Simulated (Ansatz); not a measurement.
Steps of a relaxation of CHP (`C#P`) with RKS PBE-D4/def2-SVP.

```sh
$ ansatz run in.yaml --threads 2 --pin off --events-out ev --progress --plain --max-ram 22528MiB --backend cpu
```

```yaml
crystal:
  periodic: [false, false, false]
  atoms:
    - {symbol: C, position_ang: [-0.137100, 0.059840, -0.066440]}
    - {symbol: P, position_ang: [1.149220, -0.512680, 0.574210]}
    - {symbol: H, position_ang: [-1.012120, 0.452840, -0.507770]}
basis:
  gaussian: {orbitals: def2-SVP}
hamiltonian: {xc: pbe, dispersion: d4}
relax: {f_tol: 0.03, max_steps: 200}
```

Positions (Å) and forces (eV/Å) along the path, 3 of 3 steps:

```xyz
3
step=1 energy=-10330.7949 eV
C    -0.137    0.060   -0.066    0.737   -0.323    0.360
P     1.149   -0.513    0.574    0.449   -0.204    0.230
H    -1.012    0.453   -0.508   -1.186    0.527   -0.589
3
step=2 energy=-10330.8203 eV
C    -0.131    0.057   -0.064    0.054   -0.017    0.016
P     1.160   -0.517    0.580    0.200   -0.092    0.105
H    -1.029    0.460   -0.516   -0.254    0.109   -0.121
3
step=3 energy=-10330.8220 eV
C    -0.129    0.057   -0.063   -0.006    0.009   -0.012
P     1.164   -0.519    0.582    0.020   -0.011    0.014
H    -1.034    0.463   -0.519   -0.013    0.003   -0.001
```

Hardware: 2 threads of an AMD EPYC 7R13 on a shared host. Wall time 0.85 s, peak host memory 0.11 GiB.
